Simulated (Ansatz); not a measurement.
Basis-set extrapolation for C4H4ClF, SMILES `FC#CCCCl` (PBE0-D4/def2-TZVP geometry, frozen core, the Gaussian-basis code of Ansatz). Multiplicity 1, RHF reference.

```
                      def2-TZVPP   def2-QZVPP
                 HF  -712.758122  -712.781730
    MP2 correlation    -1.070354    -1.154774
CCSD(T) correlation    -1.155455      not run
```

Energies in hartree. Use E(X) = E(∞) + A·exp(−7.88·√X) for Hartree–Fock and E(X) = E(∞) + B·X^(−2.97) for correlation, with X = 3 and 4, and add CCSD(T) minus MP2 of the smaller set to the MP2 limit.

Q: What is the CCSD(T) energy at the basis-set limit?

A: HF limit: -712.781730 + (-0.023608) × 0.13774 = -712.78498. MP2 limit: -1.154774 + (-0.084420) × 0.74074 = -1.21731. Higher-order term: -1.155455 − (-1.070354) = -0.08510. Total: -714.08739 hartree, 456.3 kJ/mol below CCSD(T)/def2-TZVPP.
